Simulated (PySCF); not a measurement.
Gas-phase reaction: 2 HPO₃ + 3 P₂ ⇌ 2 PH + 6 PO

Energies from PySCF, thermal terms from the rigid-rotor harmonic-oscillator model, ideal gas at 1 bar. † marks an energy on the PBE0/def2-TZVP geometry and frequencies; other levels use their own. MP2 freezes the core. Open shells (unrestricted): PH (multiplicity 3), PO (multiplicity 2); the rest are closed-shell singlets. Spin-orbit splitting is ignored; it lowers the true energy and changes the entropy of PO. B3LYP is the form with VWN-RPA correlation. HPO₃: computed as isolated molecules; such fragments, hydroxides, amides, oligomers or adducts are transient or little studied in the gas. MP2 isn't extrapolated to the basis-set limit.

```tsv
level	ΔH°(298 K), kJ
B3LYP/def2-TZVP†	1129
BLYP/def2-TZVP†	1088
HF/def2-TZVP†	?
MP2/def2-TZVPP†	?
PBE/def2-SVP	1203
PBE/def2-TZVP†	?
ωB97M-V/def2-TZVP†	1233
ωB97X-V/def2-TZVP†	?
```

Task: Some entries are withheld; supply them.

Result: 
- HF/def2-TZVP†, ΔH°(298 K), kJ: 774
- MP2/def2-TZVPP†, ΔH°(298 K), kJ: 1307
- PBE/def2-TZVP†, ΔH°(298 K), kJ: 1215
- ωB97X-V/def2-TZVP†, ΔH°(298 K), kJ: 1194
